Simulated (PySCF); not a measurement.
Molecule: `[O-]/C=C/Cl`, [C₂H₂ClO]-.

Geometry (Å), atoms numbered from 1 in this order:
```xyz
6

O    -0.7539    0.3804   -0.4281
C     0.3388   -0.2121   -0.5635
C     1.6133    0.3241   -0.6316
Cl    3.0407   -0.7175   -0.8337
H     0.3596   -1.3466   -0.6492
H     1.8484    1.3888   -0.5798
```

Total charge -1.

Geometry PBE0-D3(BJ)/def2-SVP throughout; GIAO in PySCF 2.14.0 with density-fitted response routines, gas phase, one conformer, non-relativistic; equivalent atoms averaged; basis pcSseg-2.

For orientation, PBE0 gives these absolute shieldings σ: O1 28.3, C2 8.5, C3 102.0, Cl4 929.9, H5 22.56, H6 26.89 ppm.

A run gave: O1 28.2, C2 7.7, C3 100.8, Cl4 928.8, H5 22.66, H6 26.98 ppm (absolute shieldings σ).

Which functional was used in that run?
A. mPW1PW91
B. WP04
C. KT3
D. HF

Results:

A. C3 tells them apart best: mPW1PW91 gives 100.8, WP04 gives 81.5, KT3 gives 105.7, HF gives 110.6 ppm.
